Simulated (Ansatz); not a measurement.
# AlH4NSi: the cost of one run

Method: RKS PBE/def2-SVP, in Ansatz 0.2.0.

## (1) The structure to begin with

Bond lengths: N1–Al2 1.850 Å, N1–Si3 1.773 Å, Al2–Si3 2.322 Å, N1–H4 1.090 Å, Al2–H5 1.605 Å, Si3–H6 1.459 Å, Si3–H7 1.508 Å. Angles: N1–Al2–Si3 48.7°, N1–Al2–H5 151.6°, Si3–Al2–H5 158.1°, Al2–N1–Si3 79.7°, Al2–N1–H4 107.8°, Si3–N1–H4 106.0°, N1–Si3–Al2 51.6°, N1–Si3–H6 113.9°, N1–Si3–H7 112.3°, Al2–Si3–H6 119.8°, Al2–Si3–H7 116.7°, H6–Si3–H7 121.4°.

Coordinates:

```xyz
7

N    -0.7436   -0.0078   -0.7954
Al    0.2927   -1.3646   -0.0834
Si   -0.1200    0.7970    0.6560
H    -0.1978    0.4227   -1.6352
H     1.0360   -2.7821   -0.1986
H    -1.1301    1.0321    1.6815
H     0.9240    1.8347    0.3296
```

## (2) Preparing the start

The input, input.yaml:

```yaml
crystal:
  periodic: [false, false, false]
  atoms:
    - { symbol: "N", position_ang: [-0.7436, -0.0078, -0.7954] }
    - { symbol: Al, position_ang: [0.2927, -1.3646, -0.0834] }
    - { symbol: Si, position_ang: [-0.12, 0.797, 0.656] }
    - { symbol: H, position_ang: [-0.1978, 0.4227, -1.6352] }
    - { symbol: H, position_ang: [1.036, -2.7821, -0.1986] }
    - { symbol: H, position_ang: [-1.1301, 1.0321, 1.6815] }
    - { symbol: H, position_ang: [0.924, 1.8347, 0.3296] }
basis:
  gaussian: { orbitals: def2-SVP }
hamiltonian:
  xc: pbe
relax:
  f_tol: 0.02
  max_steps: 40
scf:
  lower_state_search: "off"
```

Launch:

```sh
$ ansatz run input.yaml --threads 1 --pin off --max-ram 2048MiB --backend cpu --events-out ev --progress --plain --runs-dir out
```

Q: Estimate wall time and peak memory on 1 thread of Intel Xeon Platinum 8375C at 2.90GHz (Ice Lake), shared host.

About 12 s, with a peak of 0.14 GiB.
